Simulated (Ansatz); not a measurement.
# CH4N (quartet): wave-function methods side by side at distance C1–H5 along a hydrogen transfer = 1.013 Å, cc-pVDZ

One table from this session's results is given with a row withheld; the runs are named, their logs left out.

Computed with Ansatz 0.2.0, Gaussian basis. Level: cc-pVDZ, core rule «outside noble gas», up to 2 orbitals frozen.

The runs, in order: UHF; CCSD(T) on ROHF; CCSD(T) on UHF; BCCD(T) on ROHF; CISD; CCSDT(Q) on ROHF; CCSDT(Q) on UHF; CASSCF and MRCISD+Q, 5 electrons in 5 orbitals; CASSCF and NEVPT2, 5 electrons in 5 orbitals.

5 further runs of the same task are left out: 3 that didn't finish, 2 set aside as unsound or not needed.

## The geometry

The geometry derives from fragments relaxed apart (PBE0/def2-TZVP) and kept rigid, so it is no stationary point. A hydrogen atom is moved between rigid fragments.

6 atoms, charge 0, spin multiplicity 4.

Atoms are counted from 1 here; the program's logs count them from 0.

Bond lengths: C1–H2 1.090 Å, C1–H3 1.090 Å, C1–H4 1.090 Å, C1–H5 1.013 Å. Angles: H2–C1–H3 109.5°, H2–C1–H4 109.5°, H2–C1–H5 109.5°, H3–C1–H4 109.5°, H3–C1–H5 109.5°, H4–C1–H5 109.5°.

Coordinates:

```xyz
6
charge 0, multiplicity 4
C    -1.25504    0.00000    0.00000
H    -1.61824    1.02730    0.00000
H    -1.61824   -0.51365    0.88967
H    -1.61824   -0.51365   -0.88967
H    -0.24204    0.00000    0.00000
N     1.44296    0.00000    0.00000
```

The first run:

The input, in.yaml:

```yaml
crystal:
  periodic: [false, false, false]
  atoms:
    - {symbol: C, position_ang: [-1.255038, 0.000000, 0.000000]}
    - {symbol: H, position_ang: [-1.618244, 1.027301, 0.000000]}
    - {symbol: H, position_ang: [-1.618244, -0.513650, 0.889668]}
    - {symbol: H, position_ang: [-1.618244, -0.513650, -0.889669]}
    - {symbol: H, position_ang: [-0.242038, 0.000000, 0.000000]}
    - {symbol: N, position_ang: [1.442962, 0.000000, 0.000000]}
basis:
  gaussian: {orbitals: cc-pVDZ}
magnetization: {spin_polarized: true, initial_magnetization: 3}
hamiltonian: {xc: hf}
output: {orbitals: {seedname: orbitals}}
```

The run is started by

```console
> ansatz run in.yaml --threads 1 --pin off --events-out ev --progress --plain --max-ram 2393MiB
```

Among the steps run: UHF; CCSD(T) on ROHF; CCSD(T) on UHF; BCCD(T) on ROHF; CISD; CCSDT(Q) on ROHF; CCSDT(Q) on UHF; CASSCF and MRCISD+Q, 5 electrons in 5 orbitals; CASSCF and NEVPT2, 5 electrons in 5 orbitals.

One table of the session follows, with a row left open; its other results are not shown here.

It belongs to the step «Misses and costs». 

```
       method  from UCCSDT(Q) (kJ/mol)
         ROHF                   +746.2
          UHF                   +737.0
         RMP2                   +118.9
         UMP2                   +117.2
         CISD                    +64.4
        RCCSD                    +14.8
        UCCSD                    +14.6
     RCCSD(T)                     +2.2
     UCCSD(T)                     +2.0
      BCCD(T)                     +2.2
       RCCSDT                     +0.7
       UCCSDT                        ?
    RCCSDT(Q)                     +0.2
    UCCSDT(Q)                        0
  CASSCF pair                   +706.1
  NEVPT2 pair                   +120.3
  MRCISD pair                    +58.5
MRCISD+Q pair                     +2.5
```

Q: Estimate the row for UCCSDT from the others.

**Answer.** from UCCSDT(Q) (kJ/mol): +0.5. In the column «from UCCSDT(Q) (kJ/mol)» it lies between RCCSDT(Q) (+0.2) and RCCSDT (+0.7).

To keep in mind: Restricted and unrestricted rows rest on different reference determinants; where their highest levels disagree by more than a few hundredths of an eV, they describe different states and don't form one ladder.
